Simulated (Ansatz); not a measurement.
Input file:

```yaml
crystal:
  periodic: [false, false, false]
  atoms:
    - {symbol: Al, position_ang: [0.000000, 0.000000, 1.602200]}
    - {symbol: O, position_ang: [0.000000, 0.000000, -0.213200]}
    - {symbol: C, position_ang: [0.000000, 0.000000, -1.389000]}
basis:
  gaussian: {orbitals: cc-pVDZ}
total_charge: 1
magnetization: {spin_polarized: false, initial_magnetization: 2}
hamiltonian: {xc: {name: PBE0}}
correlation: {method: ccsd, electrons: outside_noble_gas}
scf: {lower_state_search: light}
output: {forces: true}
```

```sh
$ ansatz run in.yaml --threads 1 --pin off --events-out ev --progress --plain --max-ram 2393MiB
```

Output:

```
444 factors; integrals over basis functions are off by at most 1.3e-3 eV
mean field evaluation 1: about -9625.7295 eV, gradient 9.2e1 eV
mean field evaluation 2: about -9625.9302 eV, gradient 9.1e1 eV
mean field evaluation 4: about -9661.4179 eV, gradient 1.5e1 eV
mean field evaluation 8: about -9662.3778 eV, gradient 2.2e0 eV
mean field evaluation 16: about -9662.4747 eV, gradient 8.5e-4 eV
mean field evaluation 32: about -9657.5264 eV, gradient 6.7e-2 eV
mean field evaluation 64: about -9660.4680 eV, gradient 2.9e0 eV
mean field evaluation 96: about -9662.4703 eV, gradient 3.7e-1 eV
mean field evaluation 128: about -9622.2863 eV, gradient 5.2e1 eV
mean field -9662.47470144 eV, -355.0893958172 hartree, gradient 2.2e-6 eV, S^2 2.000000; 5 other end points of the search recorded, 0 dependent functions left out
mean field evaluation 160: about -9640.8491 eV, gradient 3.5e0 eV
7 core orbitals not correlated: weight in the atoms' cores, before any rotation towards them, 1.000 or more for the frozen orbitals, at most 0.000 for the correlated occupied ones
reference -9640.42154563 eV, -354.2789572894 hartree; 7, 5 occupied and 32, 34 virtual orbitals, 444 factors
second order -8.48826087 eV of doubles, -0.36977388 eV of singles
cycle   1  -8.32763141 eV  change    5.1e-1 eV  update   1.1e-1
cycle   2  -8.69478064 eV  change   -3.7e-1 eV  update   4.9e-2
cycle   3  -8.81654416 eV  change   -1.2e-1 eV  update   1.8e-2
cycle   4  -8.81468734 eV  change    1.9e-3 eV  update   7.6e-3
cycle   5  -8.81962392 eV  change   -4.9e-3 eV  update   4.7e-3
cycle   6  -8.82031460 eV  change   -6.9e-4 eV  update   1.7e-3
cycle   7  -8.82069102 eV  change   -3.8e-4 eV  update   6.7e-4
cycle   8  -8.82095619 eV  change   -2.7e-4 eV  update   2.6e-4
cycle   9  -8.82089384 eV  change    6.2e-5 eV  update   1.6e-4
cycle  10  -8.82085682 eV  change    3.7e-5 eV  update   1.0e-4
cycle  11  -8.82094206 eV  change   -8.5e-5 eV  update   5.6e-5
cycle  12  -8.82091689 eV  change    2.5e-5 eV  update   2.5e-5
cycle  13  -8.82093397 eV  change   -1.7e-5 eV  update   1.0e-5
cycle  14  -8.82093929 eV  change   -5.3e-6 eV  update   3.3e-6
cycle  15  -8.82093572 eV  change    3.6e-6 eV  update   1.2e-6
cycle  16  -8.82093594 eV  change   -2.3e-7 eV  update   4.9e-7
the calculation of the forces begins
Total energy: -9649.24248157 eV, -354.6031207063 hartree
Atom 0 at     0.000000     0.000000     1.602200 Å, force     0.000000    -0.000000     2.183636 eV/Å
Atom 1 at     0.000000     0.000000    -0.213200 Å, force     0.000000     0.000000    -2.791270 eV/Å
Atom 2 at     0.000000     0.000000    -1.389000 Å, force    -0.000000    -0.000000     0.607634 eV/Å
Dipole moment:     0.000000     0.000000     0.422130 e Å
```

Forces (eV/Å):
```
Al   0.000  0.000  2.184
O    0.000  0.000 -2.791
C    0.000  0.000  0.608
```

Ran on 1 thread of Arm Neoverse V2, shared host: 11 s wall, 0.15 GiB peak host memory.
